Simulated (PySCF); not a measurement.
Gas-phase reaction: 4 Si(CH₃)₄ ⇌ 4 H₂CSiH₂ + 5 C₂H₆ + C₂H₂ (acetylene)

Energies from PySCF (xtb for GFN2), thermal terms from the rigid-rotor harmonic-oscillator model, ideal gas at 1 bar. † marks an energy on the PBE0/def2-TZVP geometry and frequencies; other levels use their own. 6-31G* has spherical d functions here. All species are closed-shell singlets. B3LYP is the form with VWN-RPA correlation. H₂CSiH₂: computed as isolated molecules; such fragments, hydroxides, amides, oligomers or adducts are transient or little studied in the gas.

```tsv
level	ΔH°(298 K), kJ
B3LYP/6-31G*	1303
GFN2-xTB	740
HF/6-31G*	1362
HF/def2-TZVP†	___
M06-2X/def2-TZVP†	___
PBE/def2-SVP	___
PBE/def2-TZVP†	1375
r2SCAN/def2-TZVP†	1478
LDA/def2-TZVP†	1588
ωB97M-V/def2-TZVP†	1484
ωB97X-V/def2-TZVP†	___
```

Q: Fill in the missing entries.

A: 
- HF/def2-TZVP†, ΔH°(298 K), kJ: 1329
- M06-2X/def2-TZVP†, ΔH°(298 K), kJ: 1468
- PBE/def2-SVP, ΔH°(298 K), kJ: 1368
- ωB97X-V/def2-TZVP†, ΔH°(298 K), kJ: 1513
